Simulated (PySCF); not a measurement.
**BH2Cl (SMILES BCl) at B2PLYP/STO-3G**

What is the vertical ionisation energy of BH2Cl at B2PLYP/STO-3G? Input form: a Python script.

The results are computed with PySCF 2.14.0.

10 further runs of the same task are left out: 10 set aside as unsound or not needed.

### Step 1. The molecule

BH2Cl: 4 atoms, total charge 0, spin state singlet. As SMILES, `BCl`. The shape is that of a PBE0-D4/def2-TZVP optimisation.

Bond lengths: B1–Cl2 1.733 Å, B1–H3 1.190 Å, B1–H4 1.190 Å. Angles: Cl2–B1–H3 118.1°, Cl2–B1–H4 118.1°, H3–B1–H4 123.7°.

### Step 2. A single-point energy at B2PLYP/STO-3G

Input file job.py:

```python
from pyscf import gto, dft, mp

mol = gto.M(
    atom=[
    ('B', (-0.116700, 0.021700, -0.075300)),
    ('Cl', (1.365000, -0.395300, 0.721200)),
    ('H', (-1.106200, -0.559500, 0.240400)),
    ('H', (-0.086600, 0.872800, -0.906600)),
],
    charge=0,
    max_memory=1860,
    verbose=3,
    basis='sto-3g',
)

mf = dft.RKS(mol, xc='0.53*HF + 0.47*B88, 0.73*LYP')
mf.grids.level = 5
mf.conv_tol = 1e-10
mf.kernel()
if not mf.converged:
    mf = mf.newton().run(mf.mo_coeff, mf.mo_occ)

pt = mp.MP2(mf, frozen=6).run()
etot = mf.e_tot + 0.27 * pt.e_corr
print('PT2 part  %.8f' % (0.27 * pt.e_corr))
print('E = %.10f Eh' % etot)
```

Started as:

```sh
$ OMP_NUM_THREADS=1 python job.py
```

Output:

```text
converged SCF energy = -480.705739253465
E(RMP2) = -480.765113354595  E_corr = -0.0593741011292655
E(SCS-RMP2) = -480.770712457254  E_corr = -0.064973203788814
PT2 part  -0.01603101
E = -480.7217702608 Eh
```

It took 1.8 s on 1 thread of Arm Neoverse V1, shared host; peak memory 0.18 GiB.

### Step 3. The doublet cation, same level

Input file input.py:

```python
from pyscf import gto, dft, mp

molecule = gto.M(
    atom='''
B     -0.116700     0.021700    -0.075300
Cl     1.365000    -0.395300     0.721200
H     -1.106200    -0.559500     0.240400
H     -0.086600     0.872800    -0.906600
''',
    charge=1,
    spin=1,
    basis='sto-3g',
    max_memory=1860,
    verbose=4,
)

calc0 = dft.UKS(molecule)
calc0.xc = '0.53*HF + 0.47*B88, 0.73*LYP'
calc0.grids.level = 5
calc0.conv_tol = 1e-10
calc0.kernel()
if not calc0.converged:
    calc0 = calc0.newton().run(calc0.mo_coeff, calc0.mo_occ)

pt = mp.MP2(calc0, frozen=6).run()
energy = calc0.e_tot + 0.27 * pt.e_corr
print('PT2 part  %.8f' % (0.27 * pt.e_corr))
print(f'total energy: {energy:.8f} hartree')
```

Started as:

```sh
$ OMP_NUM_THREADS=1 python input.py
```

Output:

```text
PySCF version 2.14.0

[INPUT] num. atoms = 4
[INPUT] num. electrons = 23
[INPUT] charge = 1
[INPUT] spin (= nelec alpha-beta = 2S) = 1
[INPUT] symmetry False subgroup None
[INPUT] Mole.unit = angstrom
[INPUT] Symbol           X                Y                Z      unit          X                Y                Z       unit  Magmom
[INPUT]  1 B     -0.116700000000   0.021700000000  -0.075300000000 AA   -0.220531038737   0.041007056903  -0.142296377180 Bohr   0.0
[INPUT]  2 Cl     1.365000000000  -0.395300000000   0.721200000000 AA    2.579476160031  -0.747008737041   1.362870481036 Bohr   0.0
[INPUT]  3 H     -1.106200000000  -0.559500000000   0.240400000000 AA   -2.090415038994  -1.057301766694   0.454290160345 Bohr   0.0
[INPUT]  4 H     -0.086600000000   0.872800000000  -0.906600000000 AA   -0.163650282387   1.649352961520  -1.713225704531 Bohr   0.0

[... 43 lines left out ...]
WARN: HOMO -0.32303202656646 >= LUMO -0.323032026566459
[... 46 lines left out ...]
converged SCF energy = -480.31662564807  <S^2> = 0.75303473  2S+1 = 2.0030324
[... 1 line left out ...]
******** <class 'pyscf.mp.ump2.UMP2'> ********
nocc = (np.int64(6), np.int64(5)), nmo = (10, 10)
frozen orbitals 6
E(UMP2) = -480.380751501456  E_corr = -0.0641258533857312
E(SCS-UMP2) = -480.383147156766  E_corr = -0.0665215086959749
E_corr(same-spin) = -0.0120340561925798
E_corr(oppo-spin) = -0.0520917971931514
PT2 part  -0.01731398
total energy: -480.33393963 hartree
```

Wall time 3.6 s (1 thread of Arm Neoverse V1, shared host); peak memory 0.19 GiB.

### Step 4. Results

At B2PLYP/STO-3G, 6 core orbitals frozen:

| quantity | value |
| --- | --- |
| singlet BH2Cl: total energy | -480.72177 Eh |
| singlet BH2Cl: dipole moment (SCF part) | 1.19 D |
| singlet BH2Cl: HOMO energy (SCF part's orbitals) | -8.45 eV |
| singlet BH2Cl: LUMO energy (SCF part's orbitals) | 2.45 eV |
| singlet BH2Cl: HOMO–LUMO gap (SCF part's orbitals) | 10.90 eV |
| doublet cation: total energy | -480.33394 Eh |
| doublet cation: HOMO energy (SCF part's orbitals) (highest over α and β) | -19.13 eV |
| doublet cation: LUMO energy (SCF part's orbitals) (lowest over α and β) | -12.71 eV |
| doublet cation: ⟨S²⟩ | 0.753 |
| vertical ionisation energy (to the doublet cation) | 10.553 eV |

**Reading.** Removing an electron at fixed nuclei costs 10.55 eV (1018 kJ/mol). The negative HOMO energy of the first species, 8.45 eV, lies 2.11 eV below that difference. In a minimal basis such a difference can be off by several eV, whatever the method.
